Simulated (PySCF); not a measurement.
Name the molecule from its bond curve

A diatomic of charge +1 contains F. Its singlet curve at PBE0 in a triple-zeta basis (no relativity, PySCF), in eV from the separated fragments:

(R (Å), E (eV)): (0.993, -6.266), (1.040, -7.227), (1.086, -7.758), (1.120, -7.945), (1.155, -7.996), (1.190, -7.941), (1.236, -7.744), (1.294, -7.360), (1.363, -6.774), (1.455, -5.889)

The fit gives ωe = 1817 cm⁻¹ and the rotational constant Bₑ = 1.725 cm⁻¹.

**Question.** Which atom is the partner?

**Answer.** The minimum lies at 1.153 Å, so the reduced mass is 16.8576 u Å² cm⁻¹/(Bₑ·Re²) = 7.351 u. With F at 19.00 u the partner weighs about 12.0 u: C. The molecule is CF⁺.
